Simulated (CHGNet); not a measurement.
# bcc K

Calculation: the machine-learned potential CHGNet-r²SCAN (trained on r²SCAN data).

Cell (relaxed at this level):

```cif
data_K
_chemical_formula_sum 'K1'
_space_group_name_H-M_alt 'P 1'
_space_group_IT_number 1
_cell_length_a 4.59622
_cell_length_b 4.59622
_cell_length_c 4.59622
_cell_angle_alpha 109.471
_cell_angle_beta 109.471
_cell_angle_gamma 109.471
loop_
_space_group_symop_operation_xyz
  'x, y, z'
loop_
_atom_site_label
_atom_site_type_symbol
_atom_site_fract_x
_atom_site_fract_y
_atom_site_fract_z
_atom_site_occupancy
K1 K 0.00000 0.00000 0.00000 1
```

For bcc K, the vacancy formation energy is 0.11 eV.

Measured, for comparison: vacancy formation energy 0.34 eV (no zero-point or thermal correction, monovacancy; as tabulated in Garrity and Choudhary (2023), arXiv:2112.11585). Computed (rounded) less measured: vacancy formation energy -0.23 eV.

A machine-learned potential is trained on density-functional data: it inherits that level's misses and adds fitting errors of its own.
